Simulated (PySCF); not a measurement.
Gas-phase acidity of dimethyl ether

Parent: `COC` (C2H6O). Optimised structure (Å), atoms numbered from 1:
```
C     1.1673    0.0473   -0.0221
O    -0.0145    0.2542   -0.7315
C    -1.1636   -0.0130    0.0111
H     1.2689   -1.0049    0.3107
H     1.2298    0.6984    0.8726
H     2.0071    0.2866   -0.6890
H    -1.2008   -1.0689    0.3457
H    -2.0340    0.1822   -0.6303
H    -1.2334    0.6341    0.9082
```

Energies: ωB97X-D3(BJ)/ma-def2-TZVP (PySCF, density fitting, integration grid level 2) on PBE0-D3(BJ)/ma-def2-SVP structures. The prefix ma- adds one diffuse s and one diffuse p function on all atoms but H. Zero-point and thermal terms (298.15 K, 1 bar) come from unscaled PBE0-D3(BJ)/ma-def2-SVP harmonic frequencies, with soft modes damped to free rotors in the entropy.

```csv
site,product,ΔH(acid) / kJ/mol,ΔG(acid) / kJ/mol
C1 (methyl carbon),[CH2-]OC,1738,1703
```

ΔH and ΔG refer to AH → A⁻ + H⁺ in the gas phase. Sites whose products fell apart, merged with another or lost in a GFN2-xTB screen aren't listed.

In methanol the product from C1 is solvated 263 kJ/mol more strongly than the parent (electrostatics only).

Vertical detachment energies of the anions: `[CH2-]OC` 0.57 eV.

Deprotonation enthalpy (ΔH), Gas-phase acidity (ΔG): the gap is larger than usual, and may come from another state, site, conformer or species, from the functional or basis, or from an outlying measurement.

Measured values (NIST Chemistry WebBook, evaluated or the median of agreeing entries): deprotonation enthalpy (ΔH) 1703 kJ/mol (computed 1738, difference 35); gas-phase acidity (ΔG) 1666 kJ/mol (computed 1703, difference 37).
